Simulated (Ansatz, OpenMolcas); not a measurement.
**[PH2]− (phosphanide): methods side by side**

[PH2]− has 3 atoms, charge -1, and is taken as a singlet. SMILES: `[PH2-]`. The shape is that of a GFN2-xTB optimisation.

```jsonl
{"atom": "P", "x (Å)": "0.4989", "y (Å)": "-0.2936", "z (Å)": "0.2450"}
{"atom": "H", "x (Å)": "0.1056", "y (Å)": "0.9902", "z (Å)": "0.1651"}
{"atom": "H", "x (Å)": "-0.6045", "y (Å)": "-0.6966", "z (Å)": "-0.4102"}
```

Each level gives the vertical energy of the triplet above the singlet (eV). The values are calculated.

```csv
level,kind,program,value (eV),less FCI/3-21G,CPU time (all runs)
SVWN5/3-21G,LDA,Ansatz,4.85,-0.01,0.86 s
r2SCAN/3-21G,meta-GGA,Ansatz,4.69,-0.17,3.7 s
BHLYP/3-21G,global hybrid,Ansatz,4.79,-0.07,1.3 s
wB97M-V/3-21G,range-separated hybrid,Ansatz,4.97,+0.11,16 s
B2PLYP/3-21G,double hybrid,Ansatz,4.81,-0.05,1.7 s
BCCD(T)/3-21G,coupled cluster or CI,Ansatz,4.87,+0.01,0.59 s
CCSD(T)/3-21G,coupled cluster or CI,Ansatz,4.87,+0.01,0.44 s
"FCI/3-21G, open shells restricted",exact in the basis,OpenMolcas,4.86,0.00,11 s
```

FCI/3-21G, open shells restricted is exact within its basis and frozen core, so for wave-function methods in that basis the difference is their error; functionals converge differently with the basis, so for them it is only a difference. Sets without diffuse functions describe the anion poorly. The values span 4.69 to 4.97 eV. All rows use very small basis sets, so none should be taken for the real molecule's value. CPU times are rough (shared hosts, several kinds of processor): they show what a rung costs within a factor of a few.
